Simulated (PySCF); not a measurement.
# Ionisation energy of Ne by level of theory

Ne [Ne] (1S) → Ne+ [He] 2s2 2p5 (2P), as a difference of total energies. Calculation: PySCF 2.14, in dyall-acv3z (15s9p4d2f, 76 functions); the non-relativistic Hamiltonian (point nucleus). Correlated levels: valence: 1s2 frozen; valence and next inner shell: nothing frozen; virtual orbitals above 40 to 60 times the deepest correlated orbital energy dropped. The calculations carry no spin-orbit coupling.

| method | ionisation energy (eV) | error (eV) |
| --- | --- | --- |
| UHF | 19.661 | -1.936 |
| LDA | 22.189 | +0.592 |
| PBE | 21.661 | +0.064 |
| PBE0 | 21.450 | -0.147 |
| r2SCAN | 21.489 | -0.108 |
| MN15 | 21.641 | +0.044 |
| wB97X | 21.479 | -0.118 |
| r2SCAN0 | 21.325 | -0.272 |
| B97-3 | 21.552 | -0.045 |
| MP2 (valence) | 21.642 | +0.045 |
| SCS-MP2 (valence) | 21.496 | -0.101 |
| MP2 (valence and next inner shell) | 21.656 | +0.059 |
| SCS-MP2 (valence and next inner shell) | 21.502 | -0.095 |

Reference: 21.597 eV (measured; NIST levels, between the centres of gravity of the two terms).

Errors of the correlated levels include the incompleteness of this basis and the frozen core.
